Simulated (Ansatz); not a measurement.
Input:

```yaml
crystal:
  periodic: [false, false, false]
  atoms:
    - { symbol: Si, position_ang: [0.00638, -0.036759, -0.033287] }
    - { symbol: H, position_ang: [-0.003273, 0.018568, 1.57316] }
    - { symbol: H, position_ang: [1.410383, 0.05724, -0.471046] }
    - { symbol: O, position_ang: [-0.788419, 1.264749, -0.654843] }
    - { symbol: H, position_ang: [-1.745237, 1.322579, -0.543937] }
    - { symbol: H, position_ang: [-0.630956, -1.329861, -0.375649] }
    - { symbol: Cl, position_ang: [-0.100177, 0.023084, 3.282] }
magnetization:
  spin_polarized: true
  initial_magnetization: 1
basis:
  gaussian: { orbitals: def2-mTZVP }
hamiltonian:
  xc: b3lyp
neb:
  order_check: false
  images: 7
  f_tol: 0.05
  max_iterations: 60
  final_atoms:
    - { symbol: Si, position_ang: [-0.00180033, -0.02595066, -0.17807412] }
    - { symbol: H, position_ang: [-0.00032635, 0.00429021, 2.17610049] }
    - { symbol: H, position_ang: [1.3952591, 0.06557719, -0.66164086] }
    - { symbol: O, position_ang: [-0.79895668, 1.28327398, -0.80913432] }
    - { symbol: H, position_ang: [-1.75870847, 1.32287183, -0.71168588] }
    - { symbol: H, position_ang: [-0.64738035, -1.31565537, -0.55407581] }
    - { symbol: Cl, position_ang: [-0.0393859, -0.01480718, 3.51490849] }
  initial_path:
    images:
      - { positions_ang: [[0.00638, -0.036759, -0.033287], [-0.003273, 0.018568, 1.57316], [1.410383, 0.05724, -0.471046], [-0.788419, 1.264749, -0.654843], [-1.745237, 1.322579, -0.543937], [-0.630956, -1.329861, -0.375649], [-0.100177, 0.023084, 3.282]] }
      - { positions_ang: [[0.00469024, -0.02794758, -0.02484788], [-0.00231418, 0.01493639, 1.60748505], [1.4018254, 0.04186275, -0.47490499], [-0.7890187, 1.2906212, -0.63186927], [-1.74616188, 1.27631798, -0.60397085], [-0.64555752, -1.29587037, -0.40210685], [-0.07476236, 0.01967963, 3.30661279]] }
      - { positions_ang: [[0.00300048, -0.01913616, -0.01640876], [-0.00135537, 0.01130479, 1.6418101], [1.3932678, 0.0264855, -0.47876398], [-0.7896184, 1.31649339, -0.60889553], [-1.74708675, 1.23005696, -0.6640047], [-0.66015904, -1.26187974, -0.42856471], [-0.04934772, 0.01627527, 3.33122557]] }
      - { positions_ang: [[0.00131071, -0.01032475, -0.00796963], [-0.00039655, 0.00767318, 1.67613516], [1.3847102, 0.01110825, -0.48262296], [-0.7902181, 1.34236559, -0.5859218], [-1.74801163, 1.18379594, -0.72403856], [-0.67476056, -1.22788911, -0.45502256], [-0.02393308, 0.0128709, 3.35583836]] }
      - { positions_ang: [[-0.00037905, -0.00151333, 0.00046949], [0.00056227, 0.00404158, 1.71046021], [1.3761526, -0.004269, -0.48648195], [-0.7908178, 1.36823778, -0.56294806], [-1.7489365, 1.13753492, -0.78407241], [-0.68936208, -1.19389848, -0.48148042], [0.00148156, 0.00946654, 3.38045114]] }
      - { positions_ang: [[-0.00073437, -0.00762266, -0.04416641], [0.00034011, 0.00410374, 1.82687028], [1.38092923, 0.01319254, -0.53027168], [-0.79285252, 1.34699683, -0.62449463], [-1.7513795, 1.18386914, -0.76597578], [-0.67886665, -1.22433771, -0.49962926], [-0.0087353, 0.00339811, 3.41406548]] }
      - { positions_ang: [[-0.00108969, -0.01373199, -0.08880231], [0.00011796, 0.0041659, 1.94328035], [1.38570585, 0.03065409, -0.57406141], [-0.79488724, 1.32575588, -0.68604119], [-1.75382249, 1.23020337, -0.74787914], [-0.66837122, -1.25477693, -0.51777811], [-0.01895217, -0.00267032, 3.44767982]] }
      - { positions_ang: [[-0.00144501, -0.01984132, -0.13343822], [-0.0001042, 0.00422805, 2.05969042], [1.39048248, 0.04811564, -0.61785113], [-0.79692196, 1.30451493, -0.74758775], [-1.75626548, 1.2765376, -0.72978251], [-0.65787579, -1.28521615, -0.53592696], [-0.02916904, -0.00873875, 3.48129416]] }
      - { positions_ang: [[-0.00180033, -0.02595066, -0.17807412], [-0.00032635, 0.00429021, 2.17610049], [1.3952591, 0.06557719, -0.66164086], [-0.79895668, 1.28327398, -0.80913432], [-1.75870847, 1.32287183, -0.71168588], [-0.64738035, -1.31565537, -0.55407581], [-0.0393859, -0.01480718, 3.51490849]] }
```

Launched with:

```bash
$ ansatz run input.yaml --threads 2 --pin off --max-ram 3072MiB --backend cpu --events-out ev --progress --plain --runs-dir out
```

Hardware: 2 threads of Intel(R) Xeon(R) Platinum 8259CL CPU @ 2.50GHz (Skylake/Cascade Lake) (shared host).

Task: Roughly how long does this run take, and how much memory?

Result: 2.7 min, with a peak of 0.22 GiB, for 9 band iterations.
